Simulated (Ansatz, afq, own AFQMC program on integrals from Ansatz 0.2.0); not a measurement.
AFQMC on a folder of integrals that Ansatz 0.2.0 wrote.

```yaml
crystal:
  periodic: [false, false, false]
  atoms:
    - {symbol: Ge, position_ang: [0.000000, 0.000000, 0.080265]}
    - {symbol: C, position_ang: [0.000000, 0.000000, -1.701841]}
    - {symbol: H, position_ang: [0.000000, 0.000000, 1.621576]}
basis:
  gaussian: {orbitals: cc-pVDZ}
total_charge: 1
magnetization: {spin_polarized: true, initial_magnetization: 2}
correlation: {method: ccsd_t, electrons: outside_noble_gas, hamiltonian_folder: ham}
```

```sh
$ ansatz run in.yaml --threads 1 --pin off --events-out ev --progress --plain --max-ram 15360MiB --backend cuda --devices 0, --max-vram 18GiB
```

Options of the walk:

```
--method free --trial mp1 --walkers 20 --time-step 0.05 --max-blocks 30 --target-error 0.00068 --factor-cut 1e-05 --seed 2663 --times 0.0,0.4,0.8,1.6,2.4 --taylor-order 8
```

Times are imaginary, in 1/Eh. The walk had a cap of 60 s. Filled inner d shells are frozen with the cores.

```
orbitals 31  electrons 5 3  factors 237 of 504
reference energy -2113.27948414 Eh
CCSD correlation -0.18375658 Eh in 13 cycles, weight of the determinant in the CISD state 0.8696
repeat  energy at the last time / Eh  error
    10  -2113.472661  0.002105
    20  -2113.473498  0.001709
    30  -2113.473763  0.001413
time / (1/Eh)  energy / Eh  error  mean overlap
  0.00  -2113.464209  0.000589  1.1023
  0.40  -2113.469027  0.000670  1.1077
  0.80  -2113.471268  0.000907  1.0919
  1.60  -2113.474250  0.001251  1.0968
  2.40  -2113.473763  0.001413  1.0930
energy -2113.473763 +/- 0.001413 Eh
```

Task: Estimate how long the walk took on 1 × NVIDIA H100 80GB HBM3 with 2 threads of AMD EPYC 7R13 Processor (Zen 3), with other jobs on the host (the card was shared).

Result: 3 s of wall time.

The run passed its tests (error under three times the target), which doesn't prove that it has relaxed.

Against this walk (error 38.5 meV) on the same determinant: CCSD(T) 42.4 meV higher (within the noise), CCSDT(Q) 35.3 meV lower (within the noise), CCSDTQ 34.3 meV lower (within the noise). The error is statistical, and a free projection of finite length keeps a remainder of its start.

Cautions: remainder of the start not in the error; error above the target (38.5 against 18.5 meV); no relativity below Rb; no spin-orbit coupling; inner d shell frozen; so few walkers bias the energy; the time-step error isn't removed.

CCSDT and higher add their correlation energy to the determinant of the CCSD(T) run, since their own runs factorise the integrals more tightly (a shift of under 2 meV). A walk keeps the symmetry of its determinant, which the program's search chose and which needn't be the lowest solution, so a lower state of the same spin and another symmetry isn't excluded.
